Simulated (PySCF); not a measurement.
Molecule: SMILES CC(C#C)(C)F, C5H7F.

Atoms are numbered as in `[CH:1]#[C:2][C:3]([CH3:4])([CH3:5])[F:6]` (H(Xn): hydrogen on atom n).

Geometry PBE0-D3(BJ)/def2-SVP throughout; GIAO in PySCF 2.14, gas phase, one conformer, non-relativistic; equivalent atoms averaged; functional PBE0.

For orientation, cc-pVDZ gives these shifts δ (against TMS, CFCl3 at the same level): C1 74.2, C3 85.1, C2 82.4, C4/C5 30.4, F6 -155.1, H(C1) 2.22, H(C4)/H(C5) 1.47 ppm.

A run gave: C1 74.3, C3 81.4, C2 81.5, C4/C5 29.3, F6 -148.6, H(C1) 2.14, H(C4)/H(C5) 1.42 ppm (shifts δ (against TMS, CFCl3 at the same level)).

**Question.** Which basis set was used in that run?
A. pcSseg-0
B. IGLO-III
C. aug-cc-pVDZ
D. 6-311+G(2d,p)
E. def2-SVP

**Answer.** E. C1 tells them apart best: def2-SVP gives 74.3, 6-311+G(2d,p) gives 77.5, IGLO-III gives 79.6, pcSseg-0 gives 87.7, aug-cc-pVDZ gives 71.4 ppm.
